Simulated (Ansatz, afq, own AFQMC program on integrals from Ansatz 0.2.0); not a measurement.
AFQMC on a folder of integrals that Ansatz 0.2.0 wrote.

```yaml
crystal:
  periodic: [false, false, false]
  atoms:
    - {symbol: Mo, position_ang: [0.000000, 0.000000, 0.000000]}
basis:
  gaussian: {orbitals: def2-SVP}
magnetization: {spin_polarized: true, initial_magnetization: 6}
correlation: {method: ccsd_t, electrons: outside_noble_gas, hamiltonian_folder: ham}
```

```sh
$ ansatz run in.yaml --threads 1 --pin off --events-out ev --progress --plain --max-ram 16896MiB --backend cuda --devices 0, --max-vram 18GiB
```

afq runs on the folder ham with

```
--method phaseless --trial cisd --walkers 4000 --populations 20 --least-time 60 --time-step 0.005 --steps-per-block 50 --equilibration-blocks 40 --max-blocks 4000 --target-error 0.00015 --factor-cut 1e-05 --start spin_pure --seed 4005 --release-times 0.24,0.6,1.2,2,3,4.2 --release-step 0.04 --release-every 3 --taylor-order 6
```

Times are imaginary, in 1/Eh. The walk had a cap of 171 s. With eight or more populations the least sampling time is a fifth of least-time, and the error comes from their spread. Core potentials past Kr, no spin–orbit coupling.

```
orbitals 27  electrons 6 0  factors 199 of 214
reference energy -67.54536770 Eh
CCSD correlation -0.05992458 Eh in 7 cycles, weight of the determinant in the CISD state 0.9701
energy of the start -67.605290 Eh
 block  time / (1/Eh)  mean weight  energy / Eh
     1     0.250  1.0001  -67.605173
     2     0.500  1.0001  -67.605315
     3     0.750  1.0001  -67.605501
     4     1.000  0.9999  -67.605637
     5     1.250  0.9999  -67.605812
     7     1.750  0.9999  -67.605873
     9     2.250  1.0001  -67.606084
    11     2.750  0.9999  -67.606072
    15     3.750  1.0000  -67.606150
    19     4.750  0.9999  -67.606225
    23     5.750  1.0000  -67.606107
    27     6.750  0.9999  -67.606272
    31     7.750  1.0000  -67.606178
    35     8.750  1.0001  -67.606197
    39     9.750  1.0002  -67.606188
    43    10.750  0.9999  -67.606221
    47    11.750  1.0000  -67.606058
    51    12.750  1.0000  -67.606119
    55    13.750  1.0003  -67.606145
    59    14.750  1.0000  -67.606205
    63    15.750  1.0000  -67.606028
    67    16.750  1.0003  -67.606168
    69    17.250  1.0001  -67.606350
    71    17.750  1.0001  -67.606139
    75    18.750  0.9999  -67.606020
    79    19.750  1.0001  -67.605954
    83    20.750  1.0000  -67.606136
    87    21.750  0.9999  -67.606199
    89    22.250  1.0002  -67.606297
error from the spread of 20 populations
released: time / (1/Eh)  energy / Eh  error  mean overlap
  0.24  -67.606174  0.000033  0.9997
  0.60  -67.606209  0.000019  0.9993
  1.20  -67.606283  0.000021  1.0002
  2.00  -67.606724  0.000456  1.0013
  3.00  -67.606294  0.000042  0.9961
  4.20  -67.606236  0.000049  0.9961
energy -67.606148 +/- 0.000021 Eh
(rows thinned)
```

**Question.** Estimate how long the walk took on 1 × NVIDIA H100 80GB HBM3 with 2 threads of AMD EPYC 7R13 Processor (Zen 3), on a shared host (the card was shared).

**Answer.** 19 s of wall time.

The run passed its tests (sampling time, drift between the halves within three errors, error under three times the target), which doesn't prove that it has relaxed.

Against this walk (error 0.6 meV) on the same determinant: CCSD(T) 0.2 meV higher (within the noise), CCSDT(Q) 4.6 meV lower, CCSDTQ 4.7 meV lower, full CI 4.6 meV lower. The error is statistical and leaves out the bias of the constraint. The released energies have errors that jump between times, so the bars are unsure (meV from the phaseless value at times in 1/Eh: -1.6 ± 0.5 at 0.60, -3.7 ± 0.6 at 1.20, -16 ± 12 at 2.00, -4.0 ± 1.2 at 3.00, -2.4 ± 1.3 at 4.20), so they give no level.

Cautions: constraint bias not in the error; no spin-orbit coupling; outer-core shells of the metal frozen.

CCSDT and higher add their correlation energy to the determinant of the CCSD(T) run, since their own runs factorise the integrals more tightly (a shift of under 2 meV). A walk keeps the symmetry of its determinant, which the program's search chose and which needn't be the lowest solution, so a lower state of the same spin and another symmetry isn't excluded.
